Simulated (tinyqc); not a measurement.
Worked calculation: Hueckel theory of the pi electrons, for the molecule C=C[CH2-] (SMILES; centres numbered as the heavy atoms are written). Computed by tinyqc, a small Python program that keeps every step. Settings: charge = -1. Command: `OMP_NUM_THREADS=1 python tinyqc.py 22279 22280 out.jsonl` (the two numbers bound the seeds that draw the settings). One thread of a shared host (Intel(R) Xeon(R) Processor @ 2.60GHz), about 0.01 s of CPU time with the checks.

## The Hueckel matrix

Centres:
```
centre,"z_r, pi electrons of the neutral centre",h
1C,1,0.000000
2C,1,0.000000
3C,1,0.000000
```

Bonds:
```
i,j,k
1,2,1
2,3,1
```

H_rr = alpha + h_r beta, H_rs = k_rs beta for bonded centres.

Hueckel matrix in units of beta (H = alpha + beta A):
```
,1C,2C,3C
1C,0.000000,1.000000,0.000000
2C,1.000000,0.000000,1.000000
3C,0.000000,1.000000,0.000000
```

## Orbitals

pi electrons, sum of z_r less the charge = 4

Diagonalise; E = alpha + x beta with beta < 0, so the largest x are filled first; degenerate levels share their electrons. P = sum n_i c_ri c_si; each orbital has its largest coefficient positive (the first on a tie).

x values: 1.414214  0.000000  -1.414214

occupations: 2.000000  2.000000  0.000000

coefficients:
```
,MO1,MO2,MO3
1C,0.500000,0.707107,-0.500000
2C,0.707107,0.000000,0.707107
3C,0.500000,-0.707107,-0.500000
```

charge and bond-order matrix P:
```
,1C,2C,3C
1C,1.500000,0.707107,-0.500000
2C,0.707107,1.000000,0.707107
3C,-0.500000,0.707107,1.500000
```

## Energy, charges, bond orders

E = sum n x; q_r = z_r - P_rr; bond order p = P_rs; free valence = sqrt(3) - sum of p over the bonds of the atom.

pi energy = 4 alpha + this times beta = 2.828427

pi charges: 1C -0.500000, 2C 0.000000, 3C -0.500000

Bond orders and lengths from R = 1.517 - 0.180 p (angstrom, C-C alone):
```
bond,p,R
1-2,0.707107,1.389721
2-3,0.707107,1.389721
```

free valence of the carbons: 1C 1.024944, 2C 0.317837, 3C 1.024944

gap between the highest filled and the next level = 1.414214 |beta|
